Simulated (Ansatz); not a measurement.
**fcc Rh**

Level of theory: r²SCAN in Ansatz (plane waves, PAW).

Settings: plane-wave cutoff 600 eV, 30×30×30 k mesh, Fermi–Dirac smearing 0.061 eV (set by the program), no spin polarisation, scalar-relativistic PAW data made under PBE.

Cell: relaxed at this level.

For fcc Rh, the elastic constant C11 comes out as 447 GPa, the elastic constant C12 is 199 GPa and the elastic constant C44 is 197 GPa. The voigt–Reuss–Hill bulk modulus is 282 GPa and the polycrystal shear modulus (Hill average) comes out as 164 GPa. The Young modulus comes out as 412 GPa and the Poisson ratio comes out as 0.257.

Measured, for comparison: elastic constant C11 413 GPa, elastic constant C12 194 GPa, elastic constant C44 184 GPa (temperature not stated, not corrected to a static lattice; as tabulated in Mehl and Papaconstantopoulos (1996), arXiv:mtrl-th/9602003). Computed (rounded) less measured: elastic constant C11 +8 %, elastic constant C12 +3 %, elastic constant C44 +7 %. A static lattice is as a rule a little smaller and stiffer than an uncorrected measurement, which narrows the difference in the elastic constant C11, elastic constant C12, elastic constant C44 and would widen misses of the other sign.

Elastic constants are with the ions relaxed.

Ansatz is a program for electronic structure.
